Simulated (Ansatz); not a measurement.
# One elementary step

Start structure (CH7AlS, singlet), relaxed at PBE0-D4/def2-TZVP:

| atom | x (Å) | y (Å) | z (Å) |
| --- | --- | --- | --- |
| Al1 | -0.9423 | 0.1661 | -0.5150 |
| C2 | 0.9435 | 0.6134 | -0.8585 |
| H3 | -1.5998 | -1.0667 | -1.2936 |
| H4 | -1.9147 | 1.3001 | 0.0569 |
| H5 | 0.2643 | -1.8803 | 1.3918 |
| S6 | -0.7647 | -1.0732 | 1.7030 |
| H7 | 1.0367 | 1.1692 | -1.7982 |
| H8 | 1.5744 | -0.2756 | -0.9571 |
| H9 | 1.3732 | 1.2476 | -0.0766 |
| H10 | 0.0292 | -0.2005 | 2.3472 |

The step: CH₅Al ([CH3][AlH2]) + H₂S → AlH₃S ([AlH2][SH]) + CH₄; bonds formed: C2–H5; dative contacts that become bonds: Al1–S6; bonds broken: Al1–C2, H5–S6. Program: Ansatz 0.2.0. Basis: def2-TZVPP and def2-QZVPP. Cores are frozen in the correlated methods. Extrapolation: Hartree–Fock as exp(−7.88 √X), correlation as X^−2.97. Energies below are by CCSD(T) at an estimated basis limit (MP2 extrapolated from triple and quadruple zeta, plus CCSD(T) − MP2 in triple zeta).

Task: What are the electronic barrier and the energy of the step, from the start structure to the end structure? (To be estimated.)

Result: By the calculation: Barrier 18.04 kcal/mol; step energy -20.48 kcal/mol (downhill); reverse barrier, their difference, 38.52 kcal/mol. Barrier and step energy count from the start structure, the reverse barrier from the end structure.

The saddle point: One imaginary mode of 1003i cm⁻¹.
```
  pair  start (Å)  saddle (Å)  end (Å)
Al1–S6       2.55        2.42     2.19
 C2–H5       3.43        1.57     1.10
Al1–C2       1.97        2.09     3.00
 H5–S6       1.34        1.58     3.08
```

Zero-point energy (harmonic, PBE0-D4): ZPE is 41.98 kcal/mol at the start and 40.74 kcal/mol at the saddle, so the barrier goes from 18.04 to 16.80 kcal/mol.

First-order rate constant out of the start structure at 298 K by transition-state theory, with harmonic vibrational free energies alone and no tunnelling: ΔA‡ = 17.71 kcal/mol, so k = (kB T/h) exp(−ΔA‡/kB T) ≈ 10^0 s⁻¹ (an order of magnitude at best: rotation, the number of equivalent paths and anharmonicity are left out).

The T1 diagnostic stays at or below 0.011. The end structure is not quite a true minimum (one mode of 59i cm⁻¹).

Exchanges of this kind with a chalcogen hydride build sulfide and selenide films.

Labels in which every atom is bracketed show which atoms are joined, not bond orders.

For scale, one of the runs: CCSD(T)/def2-TZVPP, 213 basis functions, launched by `ansatz run in.yaml --threads 2 --pin off --events-out ev --progress --plain --max-ram 4352MiB`. Time: 18 s of wall clock on 2 CPU threads of an AMD EPYC 9R45; the host was shared. Peak host memory: 2.8 GiB.
